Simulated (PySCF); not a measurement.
**Functional benchmark on one molecule**

Molecule: SMILES CCCl, C2H5Cl.

Geometry:
| atom | x (Å) | y (Å) | z (Å) |
| --- | --- | --- | --- |
| C1 | 0.778 | 0.168 | 0.056 |
| C2 | -0.651 | -0.290 | -0.102 |
| Cl3 | -1.809 | 0.989 | 0.380 |
| H4 | 0.993 | 0.435 | 1.101 |
| H5 | 1.467 | -0.638 | -0.245 |
| H6 | 0.981 | 1.049 | -0.571 |
| H7 | -0.872 | -1.165 | 0.526 |
| H8 | -0.886 | -0.548 | -1.144 |

Geometry PBE0-D3(BJ)/def2-SVP throughout; GIAO in PySCF 2.14, gas phase, one conformer, non-relativistic; equivalent atoms averaged; basis pcSseg-2.

Reference values (measured; solution, not stated per compound (mostly CDCl3 or CCl4); Pretsch, Buehlmann, Badertscher, Structure Determination of Organic Compounds, 4th ed. (2009)): δ(C2) = 39.9 ppm, δ(C1) = 18.9 ppm, δ(H7/H8) = 3.47 ppm, δ(H4/H5/H6) = 1.33 ppm. Computed shifts are taken against TMS, calculated as an isolated molecule at each level.

Question: How do the functionals HF, LDA, PBE, BLYP, BP86, OPBE, KT2, KT3, B97-D, B3LYP, PBE0, mPW1PW91, WP04, B97-2, BHandHLYP, CAM-B3LYP, wB97X-D, LC-wPBE perform against the reference? Times are CPU seconds on shared hosts with different chips, so compare them loosely; the GGAs took longer than the global hybrids here, which isn't the general rule, and the cause wasn't traced.

Answer: 
| functional | kind | C2 | C1 | H7/H8 | H4/H5/H6 | mean abs. error C | mean abs. error H | core-s |
| --- | --- | --- | --- | --- | --- | --- | --- | --- |
| HF | Hartree–Fock | 42.2 | 21.1 | 3.33 | 1.42 | 2.3 | 0.11 | 3.6 |
| LDA | LDA | 48.2 | 20.6 | 3.67 | 1.34 | 5.0 | 0.10 | 9.2 |
| PBE | GGA | 48.6 | 21.8 | 3.63 | 1.36 | 5.8 | 0.09 | 12 |
| BLYP | GGA | 50.0 | 22.7 | 3.66 | 1.41 | 7.0 | 0.13 | 12 |
| BP86 | GGA | 48.7 | 21.9 | 3.61 | 1.37 | 5.9 | 0.09 | 12 |
| OPBE | GGA | 47.9 | 21.2 | 3.60 | 1.34 | 5.2 | 0.07 | 12 |
| KT2 | GGA | 47.7 | 22.1 | 3.66 | 1.38 | 5.5 | 0.12 | 12 |
| KT3 | GGA | 48.4 | 22.4 | 3.65 | 1.40 | 6.0 | 0.12 | 12 |
| B97-D | GGA | 49.5 | 22.3 | 3.65 | 1.41 | 6.5 | 0.13 | 12 |
| B3LYP | global hybrid | 48.1 | 22.1 | 3.56 | 1.40 | 5.7 | 0.08 | 8.9 |
| PBE0 | global hybrid | 46.5 | 21.3 | 3.51 | 1.36 | 4.5 | 0.03 | 7.4 |
| mPW1PW91 | global hybrid | 46.8 | 21.4 | 3.50 | 1.36 | 4.7 | 0.03 | 7.8 |
| WP04 | global hybrid | 51.3 | 22.5 | 3.43 | 1.37 | 7.5 | 0.04 | 8.9 |
| B97-2 | global hybrid | 47.2 | 21.6 | 3.52 | 1.37 | 5.0 | 0.04 | 8.5 |
| BHandHLYP | global hybrid | 45.8 | 21.7 | 3.45 | 1.41 | 4.3 | 0.05 | 8.4 |
| CAM-B3LYP | range-separated hybrid | 46.0 | 21.5 | 3.48 | 1.40 | 4.4 | 0.04 | 12 |
| wB97X-D | range-separated hybrid | 45.9 | 21.4 | 3.43 | 1.36 | 4.2 | 0.04 | 11 |
| LC-wPBE | range-separated hybrid | 43.1 | 20.3 | 3.32 | 1.33 | 2.3 | 0.08 | 16 |

For 13C the closest is HF (2.3 ppm, with LC-wPBE practically level) and the furthest WP04 (7.5 ppm).

For 1H the closest is mPW1PW91 (0.03 ppm, with PBE0, wB97X-D, CAM-B3LYP, WP04, B97-2, BHandHLYP practically level) and the furthest BLYP (0.13 ppm). One molecule is a small sample, and vibrational and solvent effects are absent from the calculation.
